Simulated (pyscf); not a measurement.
## Substitution at Ge: `[N][F]` [triplet] + `[GeH4]` → `[F][N][GeH3]` [doublet] + `[H]` [doublet]

Gas phase, triplet surface, charge 0. Bonds broken: Ge3–H5. Bonds formed: N1–Ge3. Structures and frequencies: ωB97X-D3(BJ)/def2-SVP in PySCF. MP2 and CC: frozen core, UHF for open shells. ΔMP2 is the change of the MP2 total energy from the triple- to the quadruple-zeta basis.

Transition state (Å):

```xyz
7

N      0.7499    -1.0041    -0.7548
F      1.6676    -0.1722    -1.2908
Ge     0.1102    -0.1854     0.9342
H     -1.2702     0.1400     0.2992
H      1.9515    -0.6750     1.2103
H      0.6613     1.1733     1.4023
H     -0.1667    -1.2176     2.0358
```

One imaginary mode, 699i cm⁻¹; descent along it reached the two sides named.

```
bond    change  reactant side (Å)  saddle  product side
------  ------  -----------------  ------  ------------
Ge3–H5  breaks              1.535   1.925           3.9
N1–Ge3   forms                3.4   1.983         1.913
```

Electronic energies relative to the separated reactants (kcal/mol):

```tsv
level	barrier	reaction energy
ωB97X-D3(BJ)/def2-TZVP	45.5	+36.6
PBE/def2-TZVP	34.2	+32.2
r²SCAN/def2-TZVP	37.4	+36.9
B3LYP-D3(BJ)/def2-TZVP	41.1	+37.5
PBE0-D3(BJ)/def2-TZVP	40.6	+35.6
M06-2X/def2-TZVP	43.0	+35.5
ωB97M-D3(BJ)/def2-TZVP	46.1	+37.5
HF/def2-TZVP	67.3	+48.0
MP2/def2-QZVPP	46.4	+34.0
CCSD/def2-TZVPP	51.1	+41.5
CCSD(T)/def2-TZVPP	47.9	+39.5
CCSD(T)/def2-TZVPP + ΔMP2(QZVPP)	46.4	+38.1
```

With CCSD(T)/def2-TZVPP + ΔMP2(QZVPP) energies and thermal terms (ideal gas, 1 atm, RRHO with modes under 100 cm⁻¹ raised to 100, one conformer, R ln 2 for chiral ones without a mode under 150 cm⁻¹), in kcal/mol:

```tsv
T (K)	ΔH‡	ΔG‡	ΔH	ΔG
298	44.0	52.0	+35.6	+36.5
600	44.7	59.9	+36.9	+36.9
900	45.5	67.3	+38.0	+36.7
1200	46.1	74.4	+39.0	+36.1
```

The same reactants have a lower exit, to •HN–F + GeH₃• (barrier +17.5 kcal/mol at ωB97M-D3(BJ), against +46.1 kcal/mol here). F–N•–GeH₃ + H• also meet on a surface of lower spin, which isn't treated here. F–N•–GeH₃ lies 95.9 kcal/mol over its isomer H₂N–GeH•–F (electronic energy, ωB97M-D3(BJ)). This is the saddle that the search found; another between the same sides may lie lower. The angle at the attacked Ge is 73° (front-side attack). The CCSD(T) − MP2 part came from Ansatz, without density fitting, on the same reference. The frozen core leaves the outer d or s,p core shells of the metals and heavy elements correlated in the MP2 and CC values, and def2-TZVPP describes them poorly, which can shift differences by a few kcal/mol. Elements up to Kr have no core potential and no relativistic terms here.
